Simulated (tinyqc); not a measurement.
RKS/PBE in the sto-3g basis, for H2O, spin multiplicity 1, step by step. One step of it, computed by the program tinyqc.

Problem. Iteration 1: diagonalisation and new density. Diagonalise F' = X^T F X, C = X C', fill 5 alpha and 5 beta electrons from the bottom; D = 2 C_occ C_occ^T. Each column has its largest component positive (the first on a tie).

Kohn-Sham matrix F (hartree), lower triangle:
```
             1O 1s      1O 2s    1O 2px     1O 2py     1O 2pz      2H 1s      3H 1s
1O 1s   -16.887403
1O 2s    -4.434639  -1.156890
1O 2px    0.000000   0.000000  0.683462
1O 2py    0.000000   0.000000  0.000000   0.574860
1O 2pz   -0.009402  -0.141844  0.000000   0.000000   0.636070
2H 1s    -0.617856  -0.363553  0.000000  -0.120666  -0.112684  -0.198568
3H 1s    -0.617856  -0.363553  0.000000   0.120666  -0.112684  -0.108534  -0.198568
```

X, lower triangle:
```
            1O 1s      1O 2s    1O 2px     1O 2py     1O 2pz      2H 1s     3H 1s
1O 1s    1.023388
1O 2s   -0.134399   1.129179
1O 2px   0.000000   0.000000  1.000000
1O 2py   0.000000   0.000000  0.000000   1.065213
1O 2pz  -0.005680   0.052252  0.000000   0.000000   1.025456
2H 1s    0.017700  -0.196117  0.000000  -0.161414  -0.095916   1.101169
3H 1s    0.017700  -0.196117  0.000000   0.161414  -0.095916  -0.043525  1.101169
```

Give: F' = X^T F X; orbital energies; coefficients C; D after iteration 1.

Solution.

F' = X^T F X (hartree), lower triangle:
```
          1        2       3        4        5        6        7
1  -16.5291
2   -2.4863  -0.2111
3    0.0000   0.0000  0.6835
4    0.0000   0.0000  0.0000   0.7306
5   -0.0200  -0.0470  0.0000   0.0000   0.6973
6   -0.0561  -0.2125  0.0000  -0.2356  -0.1501  -0.0391
7   -0.0561  -0.2125  0.0000   0.2356  -0.1501  -0.0403  -0.0391
```

orbital energies (hartree): MO1 -16.9004, MO2 -0.3092, MO3 -0.1281, MO4 0.3343, MO5 0.6835, MO6 0.7532, MO7 0.8599

coefficients C:
```
            MO1      MO2      MO3      MO4     MO5      MO6      MO7
1O 1s    0.9925  -0.1353   0.0000  -0.2487  0.0000  -0.0278   0.0000
1O 2s    0.0317   0.3752   0.0000   1.0934  0.0000   0.1883   0.0000
1O 2px   0.0000   0.0000   0.0000   0.0000  1.0000   0.0000   0.0000
1O 2py   0.0000   0.0000   0.1725   0.0000  0.0000   0.0000   1.0756
1O 2pz   0.0027   0.1173   0.0000  -0.0790  0.0000   1.0260   0.0000
2H 1s   -0.0061   0.4982   0.6962  -0.5178  0.0000  -0.3016  -0.4433
3H 1s   -0.0061   0.4982  -0.6962  -0.5178  0.0000  -0.3016   0.4433
```

D after iteration 1, lower triangle:
```
          1O 1s    1O 2s  1O 2px   1O 2py  1O 2pz   2H 1s   3H 1s
1O 1s    2.1305
1O 2s   -0.5826   2.6746
1O 2px   0.0000   0.0000  2.0000
1O 2py   0.0000   0.0000  0.0000   0.0595
1O 2pz   0.0130  -0.0844  0.0000   0.0000  0.0400
2H 1s    0.1107  -0.7589  0.0000   0.2403  0.1986  2.0020
3H 1s    0.1107  -0.7589  0.0000  -0.2403  0.1986  0.0632  2.0020
```
